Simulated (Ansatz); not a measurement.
Ideal-gas functions of CH4AlS, SMILES `[CH3][Al][SH]` radical at 500 K and 1 bar, from an Ansatz frequency run at PBE0-D4/def2-TZVP.

Molar mass 75.09 g/mol, point group C1 (symmetry number 1), electronic degeneracy 2, moments of inertia 23.981, 149.599, 170.43 u Å². Harmonic wavenumbers (cm⁻¹, unscaled): 28, 148, 268, 453, 584, 588, 639, 712, 1188, 1428, 1439, 2716, 3036, 3118, 3144.

Use S(trans) = R[1.5 ln M + 2.5 ln T − 1.1517]; rotational temperatures θ = 24.2544 K / I; S(rot) = R[ln(√π/σ · √(T³/θAθBθC)) + 1.5]; for each mode x = 1.438777 ν̃/T, S = R[x/(eˣ − 1) − ln(1 − e⁻ˣ)] and H = RT x/(eˣ − 1); 1 cm⁻¹ = 0.0119627 kJ/mol; R = 8.31446 J/(mol·K).

By hand: the entropy, in J/(mol·K).

Translation 173.5. Rotation: θ = 1.0114, 0.1621, 0.1423 K, giving 110.4. Vibration, mode by mode: 29.26, 15.47, 10.68, 6.68, 4.91, 4.87, 4.33, 3.67, 1.24, 0.71, 0.69, 0.03, 0.01, 0.01, 0.01, in all 82.6. Electronic 5.8. Sum 372.3 J/(mol·K).

By hand: H − E and G − E in kJ/mol, counted from the electronic energy.

Zero-point energy ½ × 19489 × 0.0119627 = 116.6; thermal vibration 19.1; translation, rotation and pV give 4 RT = 16.6. H − E = 152.3 kJ/mol, and G − E = 152.3 − 500 × 372.3/1000 = -33.8 kJ/mol.

Vibration gives 22 % of the entropy, 44.7 J/(mol·K) of it from the modes under 150 cm⁻¹: soft modes count most, and the harmonic formula is weakest for them. The sum counts one conformer and one mirror image; others add a mixing term.
